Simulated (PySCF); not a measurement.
Stepwise substitution at one centre (Al H-F). All species are isolated molecules in the gas phase. Strings in code marks are SMILES.

The LUMO from two functionals at the same geometries (CAM-B3LYP-D3(BJ)/def2-TZVP), both in PySCF: PBE-D3(BJ)/def2-TZVP and CAM-B3LYP-D3(BJ)/def2-TZVP. 

```csv
species,PBE-D3(BJ)/def2-TZVP (eV),CAM-B3LYP-D3(BJ)/def2-TZVP (eV)
0 of 3 H replaced by F (`[AlH3]`),-2.52,-0.84
1 of 3 H replaced by F,-2.13,-0.48
2 of 3 H replaced by F,-1.64,-0.03
3 of 3 H replaced by F (`[Al]([F])([F])[F]`),-2.38,-0.70
```

Over these rows, drawn at random from the members with no instability flagged (it was tested for open shells, ions and some series alone), PBE minus CAM-B3LYP-D3(BJ): mean -1.65 eV, from -1.68 eV to -1.61 eV.
